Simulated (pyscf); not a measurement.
**Hydrogen abstraction: H₃Si–Br (SMILES [SiH3]Br) + H• (SMILES [H]) -> •H₂Si–Br (SMILES [SiH2]Br) + H₂ (SMILES [H][H])**

Gas phase, doublet surface, charge 0. Bonds broken: Si1–H2. Bonds formed: H2–H3. Optimised with ωB97X-D3(BJ)/def2-SVP in PySCF.

Transition state (Å):

```xyz
6

Si    -1.1507     0.0807    -0.4458
H     -0.8137    -0.8135     0.8042
H     -0.5426    -1.4908     1.7899
H     -2.6143     0.0523    -0.7062
H     -0.3931    -0.4033    -1.6300
Br    -0.5352     2.1616     0.0071
```

One imaginary mode, 995i cm⁻¹; descent along it reached the two sides named.

```
bond    change  reactant side (Å)  saddle  product side
------  ------  -----------------  ------  ------------
Si1–H2  breaks              1.485   1.573           3.1
H2–H3    forms                3.4   1.226         0.761
```

Electronic energies relative to the separated reactants (eV):

```csv
level,barrier,reaction energy,reverse barrier
ωB97X-D3(BJ)/def2-TZVP,0.21,-0.53,0.74
PBE/def2-TZVP,0.00,-0.67,0.67
r²SCAN/def2-TZVP,-0.04,-0.72,0.68
B3LYP-D3(BJ)/def2-TZVP,0.00,-0.71,0.71
PBE0-D3(BJ)/def2-TZVP,0.07,-0.59,0.66
M06-2X/def2-TZVP,0.24,-0.66,0.90
ωB97M-D3(BJ)/def2-TZVP,0.21,-0.53,0.74
HF/def2-TZVP,0.56,-0.31,0.88
```

With ωB97M-D3(BJ)/def2-TZVP energies and thermal terms (ideal gas, 1 atm, RRHO with modes under 100 cm⁻¹ raised to 100, one conformer, R ln 2 for chiral ones without a mode under 150 cm⁻¹), in eV:

| T (K) | ΔH‡ | ΔG‡ | ΔH | ΔG |
|---|---|---|---|---|
| 298 | 0.14 | 0.38 | -0.50 | -0.59 |
| 600 | 0.13 | 0.63 | -0.50 | -0.68 |
| 900 | 0.12 | 0.89 | -0.52 | -0.76 |
| 1200 | 0.12 | 1.14 | -0.55 | -0.83 |

At r²SCAN this geometry lies under the reactants; that is no barrier but a single point on another level's saddle; such a level's own saddle, if it has one, lies nearer that side and is low. One saddle was located; it need not be the lowest between these sides. The angle at the transferred H is 179°. Elements up to Kr have no core potential and no relativistic terms here.
